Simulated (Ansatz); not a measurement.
# As (model structure, started from the lonsdaleite type, P6₃/mmc, No. 194, 4 atoms in the cell)

Computed with PBEsol (Ansatz, a program for electronic structure, plane waves, PAW).

Numerical settings: plane-wave cutoff 500 eV, 12×12×6 k mesh (along the axes of the cell as run), Fermi–Dirac smearing 0.05 eV, scalar-relativistic PAW data made under PBE.

Cell (relaxed at this level):

```
CELL_PARAMETERS angstrom
      4.54855     0.00000     0.00000
     -2.27427     3.93916     0.00000
      0.00000     0.00000     5.65134
ATOMIC_POSITIONS crystal
  As 0.33333 0.66667 0.03190
  As 0.66667 0.33333 0.53190
  As 0.66667 0.33333 0.96810
  As 0.33333 0.66667 0.46810
```

| Property | Value |
|---|---|
| band gap | zero (no gap) |

Note: the relaxation could raise the start's symmetry but not lower it, so the cell can be a saddle point.

Spin–orbit coupling is not included.

Static lattice: no zero-point or thermal effects.

Cost on a shared machine: around 110 core-seconds (rough).

A model structure was made by putting elements into a prototype or built by hand; it is no filed structure, need not be a known phase, and can be a saddle point held by its symmetry.
